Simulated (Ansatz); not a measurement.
Results of r²SCAN (plane waves, PAW; Ansatz, a quantum-chemistry and plane-wave program) for zinc-blende MgS (metastable phase).

Settings: plane-wave cutoff 500 eV, 10×10×10 k mesh, gaussian smearing 0.02 eV, scalar-relativistic PAW data made under PBE.

Computed at the level's own relaxed cell.

Question: Estimate the equilibrium volume per atom, lattice parameter a and band gap that the calculation returns.

Answer: 
- equilibrium volume per atom = 22.68 Å³/atom
- lattice parameter a = 5.662 Å
- band gap = 4.14 eV (on the SCF k mesh)

Measured, for comparison: band gap 4.78 ± 0.1 eV (temperature not stated, extrapolated in composition from an alloy gap of 4.19 eV, direct; extrapolated from a Zn0.2Mg0.8S0.645Se0.355 epilayer; as tabulated in Lucero et al. (2012), arXiv:1111.4515). Computed (rounded) less measured: band gap -0.64 eV.

Static lattice: no zero-point or thermal effects.
